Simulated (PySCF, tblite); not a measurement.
# C5H8O: a rotation path, then NMR shifts on frames, part 2 of 2

tblite 0.8.0 and PySCF 2.14.0. Atoms count from 0. Earlier steps stand in the parts before.

## (5) Nuclear shieldings: image 4, PBE0/pcSseg-1

What the job is given:

```
{"job": {"kind": "nmr", "xc": "PBE0", "basis": "pcSseg-1", "pop": false}, "charge": 0, "multiplicity": 1}
C     -2.270700     0.127200    -0.174200
C     -1.064200    -0.292400    -0.502500
C     -0.069500    -0.872200     0.456900
C      1.164900     0.005700     0.640400
C      1.701700     0.864500    -0.418700
O      2.334200    -0.325600    -0.051800
H     -2.644700     0.069500     0.835100
H     -2.941600     0.541600    -0.907800
H     -0.738800    -0.232700    -1.532500
H     -0.537400    -1.018000     1.431500
H      0.263300    -1.845300     0.085600
H      1.343100     0.328500     1.664200
H      2.221500     1.778000    -0.151900
H      1.237600     0.870900    -1.396500
```

With the program's defaults for keys left out, this is: GIAO PBE0/pcSseg-1 NMR shielding, non-relativistic, gas phase.

The log of the run:

```text
coarse grid: 11480 points
cycle   1  E = -270.0268913562  dE =  8.771e-01  |g| = 5.775e-01  |ddm| = 3.272e+00
cycle   2  E = -269.9557095705  dE =  7.118e-02  |g| = 8.639e-01  |ddm| = 1.044e+00
cycle   3  E = -270.0943423651  dE = -1.386e-01  |g| = 1.039e-01  |ddm| = 6.563e-01
cycle   4  E = -270.0964594111  dE = -2.117e-03  |g| = 2.973e-02  |ddm| = 9.351e-02
cycle   5  E = -270.0966698362  dE = -2.104e-04  |g| = 5.743e-03  |ddm| = 2.824e-02
cycle   6  E = -270.0966742281  dE = -4.392e-06  |g| = 3.673e-03  |ddm| = 7.096e-03
cycle   7  E = -270.0966775982  dE = -3.370e-06  |g| = 3.528e-04  |ddm| = 2.821e-03
final grid: 110224 points
cycle   8  E = -270.1443111617  dE = -3.103e-05  |g| = 1.084e-02  |ddm| = 2.884e-02
cycle   9  E = -270.1442842943  dE =  2.687e-05  |g| = 1.635e-02  |ddm| = 1.665e-02
cycle  10  E = -270.1443343520  dE = -5.006e-05  |g| = 1.767e-03  |ddm| = 1.041e-02
cycle  11  E = -270.1443350146  dE = -6.626e-07  |g| = 1.426e-04  |ddm| = 1.327e-03
cycle  12  E = -270.1443350175  dE = -2.917e-09  |g| = 8.950e-05  |ddm| = 2.033e-04
cycle  13  E = -270.1443350193  dE = -1.787e-09  |g| = 3.364e-05  |ddm| = 9.221e-05
cycle  14  E = -270.1443350196  dE = -2.810e-10  |g| = 3.261e-06  |ddm| = 3.169e-05
converged SCF energy = -270.1443350196

GIAO shielding tensors (ppm)
atom      isotropic    diamagn.    paramagn.     s11        s22        s33       span
  0 C       65.139     253.754    -188.615    -45.095     83.613    156.899    201.994
  1 C       42.985     256.746    -213.761    -82.232     49.776    161.412    243.644
  2 C      148.539     245.657     -97.117    138.573    142.436    164.610     26.038
  3 C      137.912     250.185    -112.273     83.244    143.442    187.051    103.806
  4 C      143.889     250.944    -107.055     93.957    156.021    181.688     87.731
  5 O      303.217     397.375     -94.158    134.407    354.878    420.366    285.958
  6 H       26.397      31.214      -4.816     23.034     25.761     30.397      7.362
  7 H       26.452      29.549      -3.098     23.532     25.353     30.469      6.937
  8 H       25.704      32.563      -6.858     22.981     24.459     29.673      6.693
  9 H       29.292      31.376      -2.084     25.501     28.660     33.716      8.215
 10 H       29.247      29.331      -0.084     25.171     28.498     34.071      8.900
 11 H       28.896      30.380      -1.484     21.547     27.813     37.327     15.780
 12 H       29.347      29.194       0.153     23.789     26.383     37.869     14.080
 13 H       29.189      31.111      -1.922     24.025     27.776     35.768     11.743
```

Wall time 32 s (1 thread of Intel Xeon at 2.50GHz, shared host); peak memory 0.76 GiB.

Key values: δ C1 143.9, C0 121.8, C3 49.0, C4 43.0, H8 6.01, H6 5.32 ppm.

## (6) Nuclear shieldings: image 6, PBE0/pcSseg-1

What the job is given:

```
{"job": {"kind": "nmr", "xc": "PBE0", "basis": "pcSseg-1", "pop": false}, "charge": 0, "multiplicity": 1}
C     -2.177800     0.154900    -0.296600
C     -1.006600    -0.407300    -0.525200
C     -0.076400    -0.877000     0.549900
C      1.229700    -0.095300     0.597800
C      1.552900     0.987500    -0.333800
O      2.154200    -0.270600    -0.435200
H     -2.557600     0.294400     0.703200
H     -2.812800     0.493700    -1.097700
H     -0.656300    -0.551300    -1.538900
H     -0.560400    -0.792400     1.524300
H      0.175000    -1.928200     0.380000
H      1.678700    -0.044100     1.588700
H      2.202400     1.795600    -0.016400
H      0.854500     1.239500    -1.122300
```

Level: GIAO PBE0/pcSseg-1 NMR shielding, non-relativistic, gas phase.

The log of the run:

```text
coarse grid: 11480 points
cycle   1  E = -270.0292791394  dE =  8.815e-01  |g| = 5.775e-01  |ddm| = 3.275e+00
cycle   2  E = -269.9568521588  dE =  7.243e-02  |g| = 8.668e-01  |ddm| = 1.078e+00
cycle   3  E = -270.0968853943  dE = -1.400e-01  |g| = 1.016e-01  |ddm| = 6.861e-01
cycle   4  E = -270.0988858064  dE = -2.000e-03  |g| = 2.978e-02  |ddm| = 9.085e-02
cycle   5  E = -270.0990984741  dE = -2.127e-04  |g| = 4.346e-03  |ddm| = 2.784e-02
cycle   6  E = -270.0991020862  dE = -3.612e-06  |g| = 1.526e-03  |ddm| = 4.747e-03
final grid: 110224 points
cycle   7  E = -270.1466579773  dE = -3.164e-05  |g| = 1.101e-02  |ddm| = 2.839e-02
cycle   8  E = -270.1466283195  dE =  2.966e-05  |g| = 1.672e-02  |ddm| = 1.799e-02
cycle   9  E = -270.1466825419  dE = -5.422e-05  |g| = 1.762e-03  |ddm| = 1.123e-02
cycle  10  E = -270.1466832277  dE = -6.858e-07  |g| = 1.498e-04  |ddm| = 1.344e-03
cycle  11  E = -270.1466832318  dE = -4.133e-09  |g| = 7.425e-05  |ddm| = 2.200e-04
cycle  12  E = -270.1466832329  dE = -1.067e-09  |g| = 3.716e-05  |ddm| = 8.894e-05
cycle  13  E = -270.1466832332  dE = -3.337e-10  |g| = 4.345e-06  |ddm| = 3.151e-05
converged SCF energy = -270.1466832332

GIAO shielding tensors (ppm)
atom      isotropic    diamagn.    paramagn.     s11        s22        s33       span
  0 C       63.875     254.030    -190.155    -47.860     82.814    156.670    204.529
  1 C       43.000     256.815    -213.815    -83.758     44.872    167.885    251.643
  2 C      148.143     246.106     -97.963    132.622    147.215    164.592     31.970
  3 C      136.694     250.185    -113.491     82.336    141.317    186.428    104.092
  4 C      142.669     250.990    -108.321     94.329    154.015    179.662     85.334
  5 O      317.837     397.535     -79.698    154.889    372.536    426.084    271.195
  6 H       26.311      31.285      -4.974     22.806     25.718     30.410      7.603
  7 H       26.390      29.611      -3.221     23.393     25.366     30.411      7.018
  8 H       25.746      32.133      -6.387     22.798     24.664     29.775      6.977
  9 H       29.506      31.493      -1.987     25.628     28.763     34.127      8.499
 10 H       28.848      29.277      -0.430     25.283     27.811     33.450      8.167
 11 H       28.873      30.122      -1.249     21.534     27.504     37.581     16.046
 12 H       29.298      29.050       0.249     23.730     26.299     37.866     14.136
 13 H       29.237      31.276      -2.039     23.525     28.624     35.563     12.038
```

Wall time 36 s (1 thread of Intel Xeon at 2.50GHz, shared host); peak memory 0.76 GiB.

This run: δ C1 143.9, C0 123.1, C3 50.2, C4 44.3, H8 5.97, H6 5.41 ppm.

## (7) NMR shieldings: image 8, PBE0/pcSseg-1

What the job is given:

```
{"job": {"kind": "nmr", "xc": "PBE0", "basis": "pcSseg-1", "pop": false}, "charge": 0, "multiplicity": 1}
C     -2.158100     0.099500    -0.417800
C     -0.980300    -0.485100    -0.524700
C     -0.087800    -0.808000     0.632200
C      1.291200    -0.186700     0.495800
C      1.505900     1.081300    -0.203100
O      1.892800    -0.141000    -0.763400
H     -2.565200     0.388200     0.538100
H     -2.771400     0.306500    -1.278000
H     -0.584800    -0.767400    -1.491100
H     -0.530900    -0.461500     1.568600
H      0.036300    -1.894100     0.691700
H      1.972300    -0.435900     1.308900
H      2.315700     1.734800     0.101200
H      0.663600     1.568900    -0.680400
```

With the program's defaults for keys left out, this is: GIAO PBE0/pcSseg-1 NMR shielding, non-relativistic, gas phase.

The log of the run:

```text
coarse grid: 11480 points
cycle   1  E = -270.0333986238  dE =  8.836e-01  |g| = 5.740e-01  |ddm| = 3.265e+00
cycle   2  E = -269.9613726474  dE =  7.203e-02  |g| = 8.628e-01  |ddm| = 1.142e+00
cycle   3  E = -270.1004190489  dE = -1.390e-01  |g| = 9.951e-02  |ddm| = 7.427e-01
cycle   4  E = -270.1023175649  dE = -1.899e-03  |g| = 2.984e-02  |ddm| = 8.950e-02
cycle   5  E = -270.1025295653  dE = -2.120e-04  |g| = 4.280e-03  |ddm| = 2.841e-02
cycle   6  E = -270.1025333795  dE = -3.814e-06  |g| = 9.238e-04  |ddm| = 4.445e-03
final grid: 110224 points
cycle   7  E = -270.1495971187  dE = -3.464e-05  |g| = 1.073e-02  |ddm| = 3.070e-02
cycle   8  E = -270.1495724471  dE =  2.467e-05  |g| = 1.594e-02  |ddm| = 1.780e-02
cycle   9  E = -270.1496198225  dE = -4.738e-05  |g| = 1.742e-03  |ddm| = 1.109e-02
cycle  10  E = -270.1496204703  dE = -6.478e-07  |g| = 1.335e-04  |ddm| = 1.415e-03
cycle  11  E = -270.1496204742  dE = -3.941e-09  |g| = 4.360e-05  |ddm| = 2.128e-04
cycle  12  E = -270.1496204746  dE = -3.695e-10  |g| = 2.079e-05  |ddm| = 6.267e-05
converged SCF energy = -270.1496204746

GIAO shielding tensors (ppm)
atom      isotropic    diamagn.    paramagn.     s11        s22        s33       span
  0 C       62.019     253.913    -191.893    -53.331     81.781    157.608    210.939
  1 C       44.392     256.628    -212.236    -79.917     43.833    169.259    249.176
  2 C      146.983     246.954     -99.971    128.010    145.574    167.365     39.354
  3 C      138.190     249.557    -111.367     82.578    145.886    186.105    103.528
  4 C      146.304     251.567    -105.264     97.043    159.748    182.119     85.076
  5 O      330.422     397.068     -66.647    173.482    397.055    420.727    247.245
  6 H       26.287      31.175      -4.888     22.601     25.790     30.469      7.869
  7 H       26.349      29.505      -3.156     23.147     25.373     30.527      7.380
  8 H       25.588      32.073      -6.485     22.530     24.090     30.145      7.616
  9 H       29.439      31.446      -2.007     26.143     28.276     33.898      7.754
 10 H       28.677      29.645      -0.968     24.939     27.483     33.608      8.669
 11 H       28.908      29.908      -1.000     21.941     27.066     37.717     15.776
 12 H       29.388      28.974       0.414     23.670     26.343     38.152     14.482
 13 H       29.337      31.247      -1.910     23.135     29.213     35.664     12.529
```

It took 32 s on 1 thread of Intel Xeon at 2.50GHz, shared host; peak memory 0.76 GiB.

In short: δ C1 142.5, C0 124.9, C3 48.7, C4 40.6, H8 6.13, H6 5.43 ppm.

## (8) Side by side: NMR shifts

Shifts (ppm) of some atoms, chosen among heavy atoms and hydrogens apart, with basis size and wall time:

| frame | C0 | C3 | C2 | C4 | H9 | H10 | O5 | functions | time |
| --- | --- | --- | --- | --- | --- | --- | --- | --- | --- |
| image 0 | 124.5 | 50.2 | 44.5 | 44.2 | 2.83 | 1.72 | 19.0 | 142 | 47 s |
| image 2 | 122.5 | 48.8 | 42.1 | 41.9 | 2.73 | 1.93 | 32.1 | 142 | 32 s |
| image 4 | 121.8 | 49.0 | 38.4 | 43.0 | 2.42 | 2.47 | 32.9 | 142 | 32 s |
| image 6 | 123.1 | 50.2 | 38.8 | 44.3 | 2.21 | 2.87 | 18.2 | 142 | 36 s |
| image 8 | 124.9 | 48.7 | 39.9 | 40.6 | 2.28 | 3.04 | 5.7 | 142 | 32 s |

## (9) Results

What follows sums up all 2 parts.

| quantity | value |
| --- | --- |
| barrier | 0.105 eV (2.4 kcal/mol) at image 4 |
| end to end (GFN2-xTB) | 0.021 eV |
| 13C shifts against TMS (PBE0/pcSseg-1, image 0) | 142.8, 124.5, 50.2, 44.5, 44.2 ppm |
| 1H shifts against TMS (PBE0/pcSseg-1, image 0) | 6.11, 5.58, 5.38, 2.83, 2.55, 2.51, 2.23, 1.72 ppm |
| 17O shifts against H2O (PBE0/pcSseg-1, image 0) | 19.0 ppm |
| surface potential, 1st and 99th percentile | -1.52 V and 0.88 V |
| range of the shift of O5 | 5.7 to 32.9 ppm |

**Reading.** Along the band the dihedral turns by 117°, and the top (dihedral -100°) lies 2.4 kcal/mol above the start (GFN2-xTB, rough), so at room temperature this motion is fast. Ends this close can change order at a higher level. The top was not checked by a frequency run. Shifts at one fixed geometry are not the observed spectrum, which averages over the motion. In the first frame run (image 0): Shielding is most anisotropic at O5 (span 262 ppm, paramagnetic term -80 ppm). In ppm, O5 moves most: its shift spreads over 27.2 ppm, from 5.7 (image 8) to 32.9 (image 4).
